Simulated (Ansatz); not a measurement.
**C₅H₁₂S: basis-set convergence**

The task here is to estimate one member of a computed series from the others.

The runs use Ansatz 0.2.0, Gaussian basis; one geometry, several basis sets.

The runs, in order: PBE0-D4/def2-SVP; ωB97M-V/def2-SVP; PBE0-D4/def2-QZVPP; ωB97M-V/def2-QZVPP; the functionals' def2-TZVPP values are taken from earlier runs.

## The relaxed structure

The geometry comes from an earlier relaxation with PBE0-D4 in a triple-zeta def2 set; it is a stationary point, not always the lowest conformer.

SMILES `CCC(C)(C)S`, 18 atoms, charge 0, spin multiplicity 1.

Atoms are counted from 1 here; the program's logs count them from 0.

Bond lengths: C1–C2 1.517 Å, C1–H7 1.092 Å, C1–H8 1.092 Å, C1–H9 1.092 Å, C2–C3 1.532 Å, C2–H10 1.098 Å, C2–H11 1.094 Å, C3–C4 1.524 Å, C3–C5 1.521 Å, C3–S6 1.837 Å, C4–H12 1.092 Å, C4–H13 1.094 Å, C4–H14 1.093 Å, C5–H15 1.091 Å, C5–H16 1.091 Å, C5–H17 1.095 Å, S6–H18 1.342 Å. Angles: C2–C1–H7 111.2°, C2–C1–H8 110.3°, C2–C1–H9 112.2°, H7–C1–H8 107.3°, H7–C1–H9 108.3°, H8–C1–H9 107.3°, C1–C2–C3 116.5°, C1–C2–H10 109.2°, C1–C2–H11 109.3°, C3–C2–H10 106.9°, C3–C2–H11 108.0°, H10–C2–H11 106.5°, C2–C3–C4 108.9°, C2–C3–C5 111.9°, C2–C3–S6 111.3°, C4–C3–C5 109.8°, C4–C3–S6 104.6°, C5–C3–S6 110.0° and more.

Coordinates:

```xyz
18

C    -0.4311    0.7324   -1.8731
C     0.4917   -0.0685   -0.9743
C    -0.0116   -0.3502    0.4451
C     1.0211   -1.2015    1.1749
C    -0.2661    0.9321    1.2230
S    -1.5298   -1.3833    0.4216
H    -1.3741    0.2074   -2.0409
H     0.0325    0.8889   -2.8494
H    -0.6563    1.7180   -1.4591
H     1.4483    0.4610   -0.8742
H     0.7164   -1.0282   -1.4493
H     0.7008   -1.4232    2.1948
H     1.9715   -0.6625    1.2225
H     1.1947   -2.1464    0.6544
H    -1.0468    1.5403    0.7630
H    -0.5754    0.7066    2.2447
H     0.6494    1.5322    1.2623
H    -2.3726   -0.4436   -0.0342
```

Set-up of the first run:

The input, in.yaml:

```yaml
crystal:
  periodic: [false, false, false]
  atoms:
    - {symbol: C, position_ang: [-0.431094, 0.732408, -1.873075]}
    - {symbol: C, position_ang: [0.491674, -0.068479, -0.974315]}
    - {symbol: C, position_ang: [-0.011598, -0.350237, 0.445071]}
    - {symbol: C, position_ang: [1.021144, -1.201451, 1.174881]}
    - {symbol: C, position_ang: [-0.266099, 0.932084, 1.222975]}
    - {symbol: S, position_ang: [-1.529830, -1.383345, 0.421637]}
    - {symbol: H, position_ang: [-1.374101, 0.207372, -2.040854]}
    - {symbol: H, position_ang: [0.032506, 0.888858, -2.849360]}
    - {symbol: H, position_ang: [-0.656342, 1.717983, -1.459129]}
    - {symbol: H, position_ang: [1.448254, 0.460997, -0.874249]}
    - {symbol: H, position_ang: [0.716418, -1.028221, -1.449263]}
    - {symbol: H, position_ang: [0.700753, -1.423170, 2.194814]}
    - {symbol: H, position_ang: [1.971523, -0.662540, 1.222517]}
    - {symbol: H, position_ang: [1.194671, -2.146410, 0.654416]}
    - {symbol: H, position_ang: [-1.046809, 1.540295, 0.762991]}
    - {symbol: H, position_ang: [-0.575428, 0.706645, 2.244668]}
    - {symbol: H, position_ang: [0.649395, 1.532212, 1.262346]}
    - {symbol: H, position_ang: [-2.372638, -0.443599, -0.034168]}
basis:
  gaussian: {orbitals: def2-SVP}
hamiltonian: {xc: pbe0, dispersion: d4}
output: {orbitals: {seedname: orbitals}}
```

On the command line:

```
ansatz run in.yaml --threads 2 --pin off --events-out ev --progress --plain --max-ram 31744MiB --backend cpu
```

Among the steps run: PBE0-D4 in def2-SVP; ωB97M-V in def2-SVP; PBE0-D4 in def2-QZVPP; ωB97M-V in def2-QZVPP.

One of the session's tables, all rows but one given; the rest of the session is left out.

It belongs to the step «Functionals by basis». 

| functional | basis | HOMO (eV) | LUMO (eV) |
| --- | --- | --- | --- |
| PBE0-D4 | def2-SVP | ? | ? |
| PBE0-D4 | def2-TZVPP | -6.70 | 0.62 |
| PBE0-D4 | def2-QZVPP | -6.74 | 0.37 |
| ωB97M-V | def2-SVP | -8.80 | 2.93 |
| ωB97M-V | def2-TZVPP | -8.97 | 2.27 |
| ωB97M-V | def2-QZVPP | -9.00 | 1.59 |

Estimate the missing values for PBE0-D4, def2-SVP.

**Answer.** HOMO (eV): -6.56; LUMO (eV): 1.07. In the column «HOMO (eV)» it is the highest.
